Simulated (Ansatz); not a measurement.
For Ge (P4₃2₁2, No. 96, 12 atoms in the cell; start mp-137; another form than the element's usual one), LDA in Ansatz (plane waves, PAW) gives:

| Property | Value |
|---|---|
| lattice parameter a | 5.877 Å |
| c axis length | 6.903 Å |

Problem. What does r²SCAN+rVV10 (PAW; Ansatz, a program for electronic structure) give for the same quantities?

Solution. 
- lattice constant a: 5.931 Å (rises by 0.9 %)
- lattice parameter c: 7.026 Å (grows by 1.8 %)

Changes are worked out from the printed values.

Unless a cell is named, each level is at its own relaxed cell (LDA 19.87, r²SCAN+rVV10 20.59 Å³/atom).

Caveats: the relaxation could not lower the start's symmetry, so the cell can be a saddle point above a distorted one (LDA, r²SCAN+rVV10). Ansatz's density-functional and Hartree–Fock values are scalar-relativistic unless marked +SOC, with PAW data made under PBE.

A start named mp-… is a Materials Project structure, which need not be a measured phase.
